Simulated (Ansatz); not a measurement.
## Relative stability

Two relaxed structures of CHBO, singlet (PBE0-D4/def2-TZVP; forces vanish, vibrations not checked).

A:

```
4
angstrom
B -0.2408 0.6305 -0.4182
C 0.5560 -0.3039 0.4842
O 0.9220 0.9677 0.2153
H -0.9761 1.2063 -1.1359
```

B:

```csv
atom,x (Å),y (Å),z (Å)
B1,-0.1054,0.6292,-0.4388
C2,0.2880,-0.4678,0.4016
O3,0.8181,-1.2417,1.0868
H4,-1.0006,1.0803,-1.0496
```

Computed with Ansatz 0.2.0 (basis: def2-TZVPP); correlated methods freeze the cores. B3LYP uses VWN-RPA correlation.

Problem. Which structure is lower at CCSD(T), and by how much? (Judge from chemistry; the value comes from the calculation.)

Solution. Computed: A, by 1.64 kcal/mol (electronic energy, against the other). By their contacts, A is CHBO ([BH]1[C][O]1) and B is CHBO ([BH][C][O]).

Problem. Do the other methods give the same order? (A judgement: the text doesn't fix the answer.)

Solution. Computed: Not all: PBE-D4, r2SCAN-D4, B3LYP-D4 give the other order.

```csv
method,E(B) − E(A) (kcal/mol)
PBE-D4,-2.83
r2SCAN-D4,-1.50
PBE0-D4,0.78
B3LYP-D4,-2.02
wB97M-V,4.01
HF,6.61
MP2,1.37
CCSD,3.07
CCSD(T),1.64
```

T1 diagnostic: at most 0.020. The restricted Hartree–Fock reference is unstable towards an unrestricted one at one or more of these structures.

Labels in which every atom is bracketed show which atoms are joined, not bond orders.

For scale, one of the runs: CCSD(T)/def2-TZVPP, 107 basis functions, launched by `ansatz run in.yaml --threads 2 --pin off --events-out ev --progress --plain --max-ram 4352MiB`. Hardware: 2 CPU threads of an Arm Neoverse V2, shared host. Wall time about 8.5 s.
